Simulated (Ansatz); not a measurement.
BaBiO2Cl (Cmcm, No. 63; cell taken from a computed entry), treated with HSE06 in Ansatz (plane waves, PAW).

Run with plane-wave cutoff 460 eV, 4×4×4 k mesh, Fermi–Dirac smearing 0.01 eV, scalar-relativistic PAW data made under PBE.

Cell (relaxed with PBEsol):

```yaml
crystal:
  lattice:
    - [2.92790, -6.42008, 0.00000]
    - [2.92790, 6.42008, 0.00000]
    - [0.00000, 0.00000, 5.68597]
  atoms:
    - { symbol: Ba, position: [0.61900, 0.38100, 0.25000] }
    - { symbol: Ba, position: [0.38100, 0.61900, 0.75000] }
    - { symbol: Bi, position: [0.92244, 0.07756, 0.25000] }
    - { symbol: Bi, position: [0.07756, 0.92244, 0.75000] }
    - { symbol: Cl, position: [0.25383, 0.74617, 0.25000] }
    - { symbol: Cl, position: [0.74617, 0.25383, 0.75000] }
    - { symbol: O, position: [0.77099, 0.77099, 0.00000] }
    - { symbol: O, position: [0.22901, 0.22901, 0.00000] }
    - { symbol: O, position: [0.22901, 0.22901, 0.50000] }
    - { symbol: O, position: [0.77099, 0.77099, 0.50000] }
```

### Question
Estimate the band gap, smallest direct gap on the k points sampled and Γ–Γ gap that the calculation returns.

### Answer

* **band gap**: 4.41 eV
* **smallest direct gap on the k points sampled**: 4.45 eV
* **Γ–Γ gap**: 5.11 eV

Note: cell and atoms aren't relaxed at this level (pressure 0.8 GPa); this cell isn't known to be the ambient phase, and symmetry holds it in the calculation.

Spin–orbit coupling is not included; with these elements it can move the gap by several tenths of an eV or more.

Ansatz is a first-principles code.
